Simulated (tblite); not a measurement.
Monochlorosilylene, ClHSi (singlet state).
SMILES: `[SiH]Cl`

Computed with GFN2-xTB (tblite): harmonic, unscaled wavenumbers at the GFN2-xTB geometry, gas phase. This tight-binding method is rough: wavenumbers can miss measured ones by several per cent, in bad cases by 10 to 20. Modes of hydrogen on silicon can be 10 to 20 % off.

Harmonic wavenumbers (cm⁻¹): 441.1, 714.3, 2069.2.

A = 241836, B = 7432, C = 7210 MHz; mass 63.954 u (most abundant isotopes); point group Cs, symmetry number 1.

Task: What is the zero-point energy?

Result: Half the sum of the wavenumbers: 1612 cm⁻¹ = 4.61 kcal/mol.

Task: What is S at 298.15 K and 1 bar for an ideal gas of classical rigid rotors and harmonic oscillators?

Result: Translation 38.41, rotation 20.74, vibration 1.11: S = 60.3 cal/(mol K).

Task: And Cp and H(298.15 K) − H(0)?

Result: Cp = 10.14 cal/(mol K), of which vibrations give 2.19 (their classical limit is 3 R = 6.0); H(298.15 K) − H(0) = 2.61 kcal/mol without the zero-point energy, 0.24 from vibrations.

Task: Which modes carry the vibrational entropy at 298.15 K?

Result: 441.1 cm⁻¹: 0.82; 714.3 cm⁻¹: 0.29; 2069.2 cm⁻¹: 0.00 cal/(mol K).

Task: What must be added to the electronic energy to get the Gibbs energy at 298.15 K and 1 bar?

Result: ZPE + [H(298.15 K) − H(0)] − T·S = 4.61 + 2.61 − 17.97 = -10.75 kcal/mol.

Task: How do the functions run with temperature in this model?

Result: 
| T (K) | S (cal/(mol K)) | Cp (cal/(mol K)) | H − H(0) (kcal/mol) | G − H(0) (kcal/mol) | ln q(vib) |
| --- | --- | --- | --- | --- | --- |
| 150 | 53.9 | 8.6 | 1.21 | -6.87 | 0.02 |
| 250 | 58.5 | 9.7 | 2.13 | -12.50 | 0.10 |
| 400 | 63.3 | 10.8 | 3.68 | -21.66 | 0.31 |
| 600 | 67.9 | 11.7 | 5.93 | -34.81 | 0.63 |
| 900 | 72.8 | 12.5 | 9.57 | -55.96 | 1.10 |

q(vib) and H(0) count from the zero-point level.
